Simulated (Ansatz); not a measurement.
```xyz
7

F    -0.8812    0.1316   -1.4134
C    -0.4654    0.7268   -0.2872
C     0.3033    0.1045    0.5912
S     0.9141   -1.5232    0.4975
H    -0.8221    1.7432   -0.1863
H     0.6019    0.6460    1.4795
H     0.3494   -1.8289   -0.6812
```

Total charge 0; spin multiplicity 1.

Q: List the r2SCAN/def2-TZVPP orbital energies in eV (Ansatz). (Best estimate.)

A: Computed: Occupied: -2409.65, -666.89, -275.32, -274.12, -214.06, -158.16, -158.05, -157.91, -32.54, -21.44, -18.73, -15.45, -13.62, -13.06, -11.79, -10.48, -9.72, -9.06, -8.27, -5.60. Lowest empty: -0.55, -0.06, 0.71, 1.77, 2.88, 3.91, 4.35, 5.65.
